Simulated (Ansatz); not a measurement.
## Relaxing Li2C

Level of theory: Ansatz 0.2.0, DFT PBE, scalar-relativistic, plane waves, PAW. Cutoff 420 eV, Γ-centred k mesh, Gaussian smearing, no spin polarisation in the final step.

A relaxed cell is given with its space group left out.

```
CELL_PARAMETERS angstrom
-1.34545 1.34545 3.70689
1.34545 -1.34545 3.70689
1.34545 1.34545 -3.70689
ATOMIC_POSITIONS crystal
Li 0.64592 0.64592 0.00000
Li 0.35408 0.35408 0.00000
C 0.00000 0.00000 0.00000
```

The zero of energy is the elements' standard structures at the same level; no fitted shifts are applied.

Q: What space group does it have?

A: I4/mmm (No. 139). Conventional cell: a = 2.691 Å, c = 7.414 Å. Li is coordinated by 1 Li at 2.16 Å, 4 C at 2.19 Å, 4 Li at 2.45 Å, 1 C at 2.63 Å and 4 Li at 2.69 Å; C is coordinated by 8 Li at 2.19 Å, 2 Li at 2.63 Å and 4 C at 2.69 Å.

Q: What is its formation energy per atom?

A: 0.75 eV/atom.

Q: Is it a metal?

A: Yes, bands cross the Fermi level on the 24×24×24 mesh.

The final run used a 24×24×24 mesh on its 3-atom cell and 0.10 eV smearing. The k mesh leaves about 4 meV/atom of noise in metals. The cell came from a trial start, so Li2C may not exist in this structure.

Cost: 3 runs of about 2.3 core-minutes in all, on Arm Neoverse V1 (shared hosts).